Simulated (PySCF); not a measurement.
Species: BH2Cl.
Bonds: B1–Cl2. Hydrogens: H3, H4 on B1.

A GFN2-xTB structure was refined with PBE0-D3(BJ)/def2-TZVP geometry optimisation, gas phase (PySCF). Its GFN2-xTB values:

```csv
coordinate,GFN2-xTB
B1–Cl2,1.650 Å
B1–H3,1.217 Å
Cl2–B1–H3,119.0°
H3–B1–H4,121.1°
```

Task: How do these coordinates change at the PBE0-D3(BJ)/def2-TZVP level?

Result: 
| coordinate | PBE0-D3(BJ)/def2-TZVP (Å or °) | change |
| --- | --- | --- |
| B1–Cl2 | 1.733 | +0.083 |
| B1–H3 | 1.190 | -0.027 |
| H3–B1–H4 | 123.9 | +2.8 |
| Cl2–B1–H3 | 118.0 | -1.0 |

The energy falls by 3.1 kcal/mol over 6 energy and gradient evaluations, the largest force component goes from 0.0465 to 3.6e-04 Eh/bohr, and the atoms move by 0.041 Å rms after alignment. The bond that changes most is B1–Cl2 (ends: three-coordinate boron; chlorine bonded to B), which lengthens by 0.083 Å. Bonds longer at the end by more than 0.005 Å: 2 of 3; shorter: 1. Rotational constants go from 237557, 17257, 16089 to 227235, 15809, 14781 MHz.

The run used 80 basis functions and 39 SCF cycles in all. The run took 7.3 s of wall time on one thread of an Arm Neoverse V1, shared host with 32 logical CPUs at a one-minute load of 9.2, and the process peaked at 0.33 GiB of memory.

Whether it is a minimum is left open (no frequencies).
